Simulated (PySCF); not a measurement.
Compound: C5H11P.
Numbering: `[CH3:1][CH2:2][PH:3][CH:4]1[CH2:5][CH2:6]1` (hydrogens: H7, H8, H9 on C1; H10, H11 on C2; H12 on P3; H13 on C4; H14, H15 on C5; H16, H17 on C6)

The calculation used TDDFT PBE0/def2-SVPD, vertical, gas phase, core orbitals frozen in the response in PySCF. Isolated species at its GFN2-xTB geometry (one conformer only). Torsions of this conformer, `[CH3:1][CH2:2][PH:3][CH:4]1[CH2:5][CH2:6]1`: C1–C2–P3–C4 167°, C2–P3–C4–C5 -71°.

Q: List the vertical singlet excitations with oscillator strengths and describe the spectrum.

A: 

| state | λ (nm) | E (eV) | f | main configurations (H = HOMO, L = LUMO) |
| --- | --- | --- | --- | --- |
| S1 | 202.1 | 6.13 | 0.060 | H→L (96%) |
| S2 | 199.4 | 6.22 | 0.057 | H→L+1 (96%) |
| S3 | 182.1 | 6.81 | 0.0065 | H→L+2 (82%), H→L+3 (13%) |
| S4 | 178.0 | 6.97 | 0.043 | H→L+3 (84%), H→L+2 (13%) |
| S5 | 172.5 | 7.19 | 0.031 | H→L+4 (92%) |
| S6 | 164.6 | 7.53 | 0.046 | H→L+5 (68%), H-1→L (20%) |
| S7 | 162.2 | 7.64 | 0.038 | H-1→L (57%), H→L+5 (21%), H-1→L+1 (17%) |
| S8 | 160.2 | 7.74 | 0.0058 | H-1→L+1 (74%), H-1→L (19%) |

Triplets, Tamm–Dancoff:

```
state  E (eV)  λ (nm)  main configurations (H = HOMO, L = LUMO)
   T1    5.17   239.9                  H→L+1 (68%), H→L+2 (16%)
   T2    5.24   236.6       H→L (66%), H→L+5 (15%), H→L+1 (11%)
   T3    6.61   187.5       H→L+2 (63%), H→L (12%), H→L+1 (11%)
```

The lowest singlet lies at 6.13 eV (202 nm, ultraviolet) and is of moderate strength; its leading configuration is HOMO→LUMO (96%). The lowest level is also the most intense of those listed (f = 0.060). Löwdin shares by element: HOMO phosphorus 57%, carbon 29% or more; LUMO carbon 30% or more, phosphorus 20%, hydrogen 8% or more (atoms not listed hold the other 42%). The oscillator strengths of these states sum to 0.288; summed over the whole spectrum of an exact calculation they would give the number of electrons, 56 (Thomas–Reiche–Kuhn). The listed states span 1.61 eV, and the widest gap between neighbours is 0.59 eV (S2 to S3). Orbital energies (eV): HOMO-3 -9.39, HOMO-2 -8.95, HOMO-1 -8.20, HOMO -6.62, LUMO 0.58, LUMO+1 0.77, LUMO+2 1.23. Singlets were solved by full linear response, triplets in the Tamm–Dancoff approximation.
